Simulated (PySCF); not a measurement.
Gas-phase reaction: 6 SiHF + 3 F ⇌ c-Si₃H₆ + 3 SiF₃

Computed with PySCF and rigid-rotor harmonic-oscillator thermochemistry at 1 bar. † marks an energy on the PBE0/def2-TZVP geometry and frequencies; other levels use their own. MP2 and CCSD(T) freeze the core. Open shells (unrestricted): F (multiplicity 2), SiF₃ (multiplicity 2); the rest are closed-shell singlets. Spin-orbit splitting is ignored; it lowers the true energy and changes the entropy of F. SiHF, c-Si₃H₆: computed as isolated molecules; such fragments, hydroxides, amides, oligomers or adducts are transient or little studied in the gas. MP2 isn't extrapolated to the basis-set limit. CCSD(T) isn't extrapolated to the basis-set limit.

```tsv
level	ΔH°(298 K), kJ
CCSD(T)/def2-SVP†	-1809
HF/def2-TZVP†	…
M06-2X/def2-TZVP†	…
MP2/def2-TZVPP†	…
PBE/def2-SVP	-2050
PBE0/def2-QZVP†	-2085
PBE0/def2-SVP†	-2004
r2SCAN/def2-TZVP†	-2197
LDA/def2-TZVP†	-2399
ωB97X-V/def2-TZVP†	…
```

Q: Some entries are withheld; supply them.

A: 
- HF/def2-TZVP†, ΔH°(298 K), kJ: -1707
- M06-2X/def2-TZVP†, ΔH°(298 K), kJ: -2056
- MP2/def2-TZVPP†, ΔH°(298 K), kJ: -2162
- ωB97X-V/def2-TZVP†, ΔH°(298 K), kJ: -2045
